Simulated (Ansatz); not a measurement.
# NH3O (triplet): the correlation ladder at distance N1–H4 along a hydrogen transfer = 1.050 Å, cc-pVDZ

Aim: climb from Hartree-Fock through coupled cluster and multireference methods for NH3O (triplet) at one geometry and basis, and see what each rung misses.

Method: cc-pVDZ, core rule «outside noble gas», up to 2 orbitals frozen; program: Ansatz 0.2.0, Gaussian basis.

To be run: UHF; CCSD(T) on ROHF; CCSD(T) on UHF; BCCD(T) on ROHF; CISD; CCSDT(Q) on ROHF; CCSDT(Q) on UHF; CASSCF and MRCISD+Q, 4 electrons in 4 orbitals; CASSCF and NEVPT2, 4 electrons in 4 orbitals; CASSCF and NEVPT2, 14 electrons in 11 orbitals.

7 further runs of the same task are left out: 5 that didn't finish, 2 set aside as unsound or not needed.

### Step 1. The geometry

The geometry derives from fragments relaxed apart (PBE0/def2-TZVP) and kept rigid, so it is no stationary point. A hydrogen atom is moved between rigid fragments.

5 atoms, charge 0, spin multiplicity 3.

Atoms are counted from 1 here; the program's logs count them from 0.

Bond lengths: N1–H2 1.012 Å, N1–H3 1.012 Å, N1–H4 1.050 Å, H4–O5 1.217 Å. Angles: H2–N1–H3 107.1°, H2–N1–H4 107.1°, H3–N1–H4 107.1°, N1–H4–O5 180.0°.

### Step 2. UHF

in.yaml

```yaml
crystal:
  periodic: [false, false, false]
  atoms:
    - {symbol: N, position_ang: [-1.112013, -0.017258, -0.026862]}
    - {symbol: H, position_ang: [-1.409293, 0.950575, -0.026861]}
    - {symbol: H, position_ang: [-1.409292, -0.419557, 0.853398]}
    - {symbol: H, position_ang: [-0.062013, -0.017258, -0.026862]}
    - {symbol: O, position_ang: [1.154987, -0.017257, -0.026862]}
basis:
  gaussian: {orbitals: cc-pVDZ}
magnetization: {spin_polarized: true, initial_magnetization: 2}
hamiltonian: {xc: hf}
output: {orbitals: {seedname: orbitals}}
```

The run is started by

```console
$ ansatz run in.yaml --threads 1 --pin off --events-out ev --progress --plain --max-ram 2393MiB
```

Further steps of the session: CCSD(T) on ROHF; CCSD(T) on UHF; BCCD(T) on ROHF; CISD; CCSDT(Q) on ROHF; CCSDT(Q) on UHF; CASSCF and MRCISD+Q, 4 electrons in 4 orbitals; CASSCF and NEVPT2, 4 electrons in 4 orbitals; CASSCF and NEVPT2, 14 electrons in 11 orbitals.

**Question.** What will the summary of the whole plan be? Wanted: UCCSDT(Q) below the RHF energy; RMP2 from UCCSDT(Q); UMP2 from UCCSDT(Q); RCCSD from UCCSDT(Q); RCCSD(T) from UCCSDT(Q); UCCSD(T) from UCCSDT(Q); RCCSDT(Q) from UCCSDT(Q); NEVPT2 pair from UCCSDT(Q); NEVPT2 valence from UCCSDT(Q).

The runs gave:

| quantity | value |
| --- | --- |
| UCCSDT(Q) below the RHF energy | -9.7485 eV |
| RMP2 from UCCSDT(Q) | +1132.9 meV |
| UMP2 from UCCSDT(Q) | +1106.6 meV |
| RCCSD from UCCSDT(Q) | +226.9 meV |
| RCCSD(T) from UCCSDT(Q) | +37.1 meV |
| UCCSD(T) from UCCSDT(Q) | +35.3 meV |
| RCCSDT(Q) from UCCSDT(Q) | +2.1 meV |
| NEVPT2 pair from UCCSDT(Q) | +1065.7 meV |
| NEVPT2 valence from UCCSDT(Q) | +1371.0 meV |
| levels within 1 kcal/mol (43 meV) | RCCSD(T), UCCSD(T), BCCD(T), RCCSDT, UCCSDT, RCCSDT(Q) |
| T1 diagnostic | 0.039 |
| effectively unpaired electrons | 2.01 |

**Reading.** RCCSD(T) lands +37.1 meV from the yardstick (0.4 % of the correlation energy). One determinant dominates. Of the multireference levels listed NEVPT2 pair comes nearest in total energy (+1065.7 meV), which doesn't show that its space is the better one. These misses are within one basis, not against nature; the frozen cores of restricted and unrestricted runs differ, which can shift their rows.
